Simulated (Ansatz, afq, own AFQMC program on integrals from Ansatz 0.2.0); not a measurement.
Two steps: Ansatz 0.2.0 writes the Fock matrix and Cholesky factors of the valence space, and afq projects on them the lowest state that overlaps trial and start.

```yaml
crystal:
  periodic: [false, false, false]
  atoms:
    - {symbol: Ge, position_ang: [0.000000, 0.000000, 0.223242]}
    - {symbol: B, position_ang: [0.000000, 0.000000, -1.707389]}
    - {symbol: H, position_ang: [0.000000, 1.259295, 1.112326]}
    - {symbol: H, position_ang: [0.000000, -1.259295, 1.112326]}
basis:
  gaussian: {orbitals: cc-pVDZ}
magnetization: {spin_polarized: false, initial_magnetization: 3}
correlation: {method: ccsd_t, electrons: outside_noble_gas, hamiltonian_folder: ham}
```

```sh
$ ansatz run in.yaml --threads 1 --pin off --events-out ev --progress --plain --max-ram 1382MiB
```

afq runs on the folder ham with

```
--method phaseless --trial hf --walkers 120 --populations 1 --least-time 40 --time-step 0.005 --steps-per-block 20 --equilibration-blocks 112 --max-blocks 600 --target-error 0.00108 --factor-cut 1e-05 --start spin_pure --seed 1724 --taylor-order 6
```

Times are imaginary, in 1/Eh. The walk had a cap of 1002 s. Filled inner d shells are frozen with the cores.

Output of the walk:

```
orbitals 36  electrons 6 3  factors 288 of 546
reference energy -2101.02471157 Eh
CCSD correlation -0.15341200 Eh in 12 cycles, weight of the determinant in the CISD state 0.8949
energy of the start -2101.024719 Eh
 block  time / (1/Eh)  mean weight  energy / Eh
     1     0.100  1.0008  -2101.048016
     2     0.200  1.0010  -2101.066466
     3     0.300  1.0004  -2101.079541
     4     0.400  0.9999  -2101.095811
     5     0.500  1.0001  -2101.105609
    10     1.000  1.0011  -2101.148540
    86     8.600  0.9997  -2101.199036
   171    17.100  1.0000  -2101.180532
   256    25.600  0.9999  -2101.165053
   341    34.100  1.0003  -2101.195040
   426    42.600  1.0000  -2101.184047
   477    47.700  1.0006  -2101.211999
   511    51.100  1.0009  -2101.174488
   596    59.600  0.9992  -2101.179623
   681    68.100  1.0008  -2101.160033
   698    69.800  1.0001  -2101.175280
blocks merged  error / Eh  count
     1  0.000446  600
     2  0.000607  300
     4  0.000806  150
     8  0.001014  75
    16  0.001143  37
    32  0.001232  18
    64  0.001364  9
energy -2101.181503 +/- 0.001232 Eh
(rows thinned)
```

The run passed its tests (sampling time, drift between the halves within three errors, error under three times the target), which doesn't prove that it has relaxed. The second half of the sampling lies below the first by 2.3 errors of their difference, so the energy may still be moving and its error bar be too small.

Against this walk (error 33.5 meV) on the same determinant: CCSD(T) 34.8 meV lower (within the noise), CCSDT(Q) 73.9 meV lower, a separate phaseless walk with a CISD trial and standard settings 57.9 ± 34.3 meV lower (within the noise). The error is statistical and leaves out the bias of the constraint.

Cautions: constraint bias not in the error; error above the target (33.5 against 29.4 meV); no relativity below Rb; no spin-orbit coupling; inner d shell frozen; lower spins were not checked.

The walk took 4.5 min on 1 thread of Arm Neoverse V1, on a shared host. The log's last line is the phaseless energy.

CCSDT and higher add their correlation energy to the determinant of the CCSD(T) run, since their own runs factorise the integrals more tightly (a shift of under 2 meV). A walk keeps the symmetry of its determinant, which the program's search chose and which needn't be the lowest solution, so a lower state of the same spin and another symmetry isn't excluded.
